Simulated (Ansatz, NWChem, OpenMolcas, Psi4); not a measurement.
**From CH4 to CCl4: predicting a member**

On one C centre, n of the H ligands are replaced by Cl. The HOMO–LUMO gap y in eV at B3LYP/6-31G* (spherical functions). Shapes: PBE0-D4/def2-TZVP. Programs: Ansatz 0.2.0, NWChem 7.3.0, OpenMolcas 26.06, Psi4 1.11. A level may come from different programs for different species; with the same settings they agree closely.

```
molecule  n  y (eV)
     CH4  0   13.84
   CH3Cl  1       ?
  CH2Cl2  2    8.25
   CHCl3  3    7.53
    CCl4  4    7.05
```

**Question.** Fit y = c + s·n to the known rows and predict CH3Cl.

**Answer.** 
1. Means of the 4 rows: n = 2.25000, y = 9.168.
2. Σ(Δn)² = 8.75, Σ(Δn·Δy) = -15.217, so the slope is -15.217/8.75 = -1.7391.
3. Intercept: 9.168 − (-1.7391) × 2.25000 = 13.081. The largest residual of the fit is 1.35.
4. CH3Cl: 13.081 + (-1.7391) × 1 = 11.34 eV.

The run gave 9.03 eV, so the prediction is off by +2.31 eV, more than the largest residual. The step per swap changes from -4.81 to -0.48 eV along the series, so a line misses the bend. Other levels give for CH3Cl: HF/STO-3G 20.74; HF/3-21G 17.52 eV. Orbital gaps aren't excitation energies, and the LUMO depends on the basis.
